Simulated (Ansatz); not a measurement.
One change: `CC(C)CC(C)(C)C` becomes `CC(C)(C)CO`.

Ansatz, PBE0-D4/def2-TZVP geometries, multiplicity 1. Each molecule was computed in one conformer, which needn't be the lowest.

```
                                           property  `CC(C)CC(C)(C)C`
                  HOMO energy (PBE/def2-TZVPP) / eV             -7.09
   size of the dipole moment (B3LYP/def2-TZVPP) / D              0.13
vertical ionisation energy (CCSD(T)/CBS(def2)) / eV             10.67
                  LUMO energy (PBE/def2-TZVPP) / eV              0.18
                HOMO–LUMO gap (PBE/def2-TZVPP) / eV              7.27
                HOMO energy (B3LYP/def2-TZVPP) / eV             -8.21
```

Task: Give the same properties after the change, and the shifts. (An estimate is asked.)

Result: Ansatz gave: 
| property | `CC(C)(C)CO` | shift |
| --- | --- | --- |
| HOMO energy (PBE/def2-TZVPP) / eV | -6.12 | 0.97 |
| size of the dipole moment (B3LYP/def2-TZVPP) / D | 1.57 | 1.44 |
| vertical ionisation energy (CCSD(T)/CBS(def2)) / eV | 10.41 | -0.26 |
| LUMO energy (PBE/def2-TZVPP) / eV | 0.02 | -0.16 |
| HOMO–LUMO gap (PBE/def2-TZVPP) / eV | 6.14 | -1.13 |
| HOMO energy (B3LYP/def2-TZVPP) / eV | -7.48 | 0.73 |

With PBE0 the HOMO rises by 0.69 eV and the LUMO falls by 0.12 eV, so the gap narrows by about 0.81 eV. PBE moves the HOMO by 0.97 eV and ωB97M-V by 0.55 eV. Dipoles are sizes alone; their direction can turn.

B3LYP here is the variant with VWN-RPA as its local correlation; programs differ in this.
